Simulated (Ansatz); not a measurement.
Geometry optimisation, RKS r2SCAN-D4/def2-SVP in Ansatz.

input.yaml

```yaml
crystal:
  periodic: [false, false, false]
  atoms:
    - { symbol: B, position_ang: [0.0, 0.0, 0.0] }
    - { symbol: "N", position_ang: [0.0, 0.0, 1.55] }
    - { symbol: H, position_ang: [-0.877, -0.2713, 2.08] }
    - { symbol: H, position_ang: [0.877, 0.2713, 2.08] }
    - { symbol: O, position_ang: [1.2211, 0.0, -0.705] }
    - { symbol: H, position_ang: [1.5209, -0.9519, -0.8599] }
    - { symbol: H, position_ang: [-1.0305, 0.0, -0.595] }
basis:
  gaussian: { orbitals: def2-SVP }
hamiltonian:
  xc: r2scan
  dispersion: d4
relax:
  f_tol: 0.02
  max_steps: 40
output:
  orbitals: {}
```

Command:

```bash
$ ansatz run input.yaml --threads 1 --pin off --max-ram 2048MiB --backend cpu --events-out ev --progress --plain --runs-dir out
```

**Question.** Where does it end, and by what steps?

**Answer.** It converged. After 9 steps the energy has fallen by 1.037 eV; H6 moved furthest, 0.71 Å.

| step | energy less start (eV) | largest force component (eV/Å) | accepted |
| --- | --- | --- | --- |
| 0 | 0.0000 | 3.382 | yes |
| 1 | -0.5134 | 1.769 | yes |
| 2 | -0.5935 | 1.921 | yes |
| 3 | -0.7483 | 0.779 | yes |
| 4 | -0.7955 | 2.110 | yes |
| 5 | -1.0066 | 0.544 | yes |
| 6 | -1.0249 | 0.122 | yes |
| 7 | -1.0362 | 0.082 | yes |
| 8 | -1.0368 | 0.043 | yes |
| 9 | -1.0368 | 0.004 | yes |

```xyz
7
Properties=species:S:1:pos:R:3
B 0.097 -0.197 0.151
N -0.025 0.044 1.527
H -0.917 0.132 1.993
H 0.779 0.144 2.135
O 1.354 -0.301 -0.391
H 1.327 -0.466 -1.338
H -0.904 -0.308 -0.528
```

Whether the end is a true minimum wasn't checked by a vibrational analysis.

Time of the run: 25 s on 1 thread of Arm Neoverse V1 (shared host), peak memory 0.13 GiB.
